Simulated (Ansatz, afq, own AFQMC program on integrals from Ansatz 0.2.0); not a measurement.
**NH3⁻, doublet: AFQMC among the cluster methods**

```xyz
4

N     0.0078    0.0026   -0.0688
H     0.8395   -0.0021    0.3150
H    -0.4826    0.7974    0.3494
H    -0.4646   -0.8308    0.2910
```

Basis 6-31++G**. Noble-gas cores (and the filled d shells of Ga–Kr and In–Xe) are frozen. Integrals, coupled cluster, full CI and functionals: Ansatz 0.2.0; the random walks run on the same integrals in our own AFQMC program. The CISD trial takes its coefficients from CCSD amplitudes. Released means that phaseless walkers are propagated on without the constraint, phases kept. Uncertainties: one standard error, sampling alone.

Determinant: UHF, the one that the program's search chose, which needn't be the lowest solution. The geometry is a point of a scan.

No full CI on the walks' own integrals is used here; CCSDT(Q) serves as the reference and is uncertain by about the last step of the cluster series.

```
T1 diagnostic                               : 0.0131
weight of the determinant in the CISD state : 0.930
⟨S²⟩ of the determinant                     : 0.751
size of the correlated space                : 9 electrons in 36 orbitals
```

Reference: CCSDT(Q), correlation energy -5.888 eV. The released energy is read at 2.40 1/Eh (meV from the phaseless value at times in 1/Eh: -8 ± 12 at 0.24, -5 ± 8 at 0.51, -20 ± 9 at 0.99, -14 ± 12 at 1.62, 5 ± 14 at 2.40).

| level | E − E(reference) (kJ/mol) | share of correlation (%) |
| --- | --- | --- |
| HF | 568.1 | 0.00 |
| MP2 | 52.4 | 90.78 |
| CCSD | 14.0 | 97.54 |
| CCSD(T) | 1.9 | 99.67 |
| CCSDT | 1.0 | 99.82 |
| ph-AFQMC/HF | -0.5 ± 6.7 | 100.09 |
| ph-AFQMC/CISD | 0.1 ± 0.9 | 99.99 |
| released AFQMC | 0.5 ± 1.4 | 99.90 |

A walk keeps the symmetry of its determinant, which the program's search chose and which needn't be the lowest solution, so a lower state of the same spin and another symmetry isn't excluded. Released energies are given only where the last usable release times agree within the noise; a slower fall can still hide under it.
